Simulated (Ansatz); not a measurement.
Born–Oppenheimer molecular dynamics of ClH₆NSi (9 atoms, charge 0, multiplicity 1). It starts at the highest image of a converged band, a first-order saddle point between two minima.

All numbers below come from Ansatz 0.2.0, RKS B3LYP/def2-SVP.

```
ensemble                      : NVE (velocity Verlet)
time step                     : 0.5 fs
steps asked                   : 200
starting velocities drawn for : 300 K
seed                          : 9292
```

First frame:

```xyz
9
Properties=species:S:1:pos:R:3
Si 0.077 -0.094 0.083
N 0.119 -0.194 1.996
H -0.807 -0.198 2.435
H 0.672 0.558 2.418
H 1.373 0.292 -0.510
H -0.723 1.192 0.070
H -0.836 -1.083 -0.524
Cl 1.449 -2.311 0.763
H 0.632 -1.132 2.083
```

How far do the bonds stretch over the last three quarters of this one trajectory? (Pairs bonded in most of those frames.)


```csv
bond,mean (Å),spread (Å),shortest,longest
Si1–N2,1.885,0.031,1.82,1.92
Si1–H5,1.475,0.029,1.43,1.52
Si1–H6,1.509,0.019,1.48,1.54
Si1–H7,1.476,0.010,1.46,1.49
N2–H3,1.026,0.009,1.01,1.04
N2–H4,1.025,0.006,1.01,1.04
N2–H9,1.151,0.086,1.01,1.37
```

Mean temperature of the second half: 193 K. The conserved energy stayed within 0.17 meV per atom of its start (net change 0.1 meV per atom), so the integration is sound. A run of 0.1 ps of so small a system gives no equilibrium averages. The orbitals stay closed-shell, which can raise the energy where a bond breaks towards radicals; this wasn't checked here.

Time of the run: 8.3 min on 1 thread of Arm Neoverse V2, with other jobs on the host, peak memory 0.14 GiB.
